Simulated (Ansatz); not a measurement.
Rock-salt HfC was calculated with PBEsol in Ansatz (PAW).

Run with plane-wave cutoff 560 eV, 16×16×16 k mesh, Fermi–Dirac smearing 0.1 eV, perturbation theory, scalar-relativistic PAW data made under PBE.

Cell (relaxed at this level):

Space group Fm-3m (No. 225); a = b = c = 4.6068 Å, α = β = γ = 90.00°

```
atom  site  symmetry       x       y       z
----  ----  --------  ------  ------  ------
Hf      4a      m-3m  0.0000  0.0000  0.0000
C       4b      m-3m  0.5000  0.5000  0.5000
```
(The calculation used a cell of 2 atoms; values per cell refer to that cell.)

Task: Predict the TO(Γ) frequency.

Result: 
* **TO(Γ) frequency**: 454 cm⁻¹

Spin–orbit coupling is not included.

Cost on a shared machine: about 50 core-minutes (a rough figure).

Ansatz is a first-principles code.
